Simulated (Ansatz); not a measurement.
Program: Ansatz. Geometries: PBE0-D4/def2-TZVP. ΔE: electronic, gas phase. CCSD(T)/CBS is the MP2 limit (def2-TZVPP, def2-QZVPP) plus CCSD(T) − MP2 in def2-TZVPP, frozen cores. DFT in def2-TZVPP. Each species was taken in one conformer, which may not be the lowest.

Reaction (isomerisation): `C#CS(C)(=O)=O` → `C=C(O)OC=S`

| level | ΔE (eV) |
| --- | --- |
| ωB97X-V | -1.48 |
| PBE | -1.55 |
| SCS-MP2/def2-QZVPP | -1.07 |
| MP2/CBS(def2) | -0.91 |

**Question.** What does CCSD(T)/CBS give? (Estimate.)

**Answer.** Ansatz gave: -1.28 eV. The listed levels differ from it by -0.20, -0.27, 0.21, 0.37 eV.

Largest T1 diagnostic among the species: 0.016.

The D4 term adds +0.06 eV with B3LYP and +0.03 eV with PBE0; it sums over pairs of atoms, weighted by their polarisabilities, and B3LYP, whose exchange is more repulsive, gets the larger term. In def2-TZVPP, CCSD(T) changes the Hartree–Fock value by +0.23 eV (the triples alone add +0.04 eV) and MP2 by +0.59 eV.

B3LYP here is the variant with VWN-RPA as its local correlation; programs differ in this.
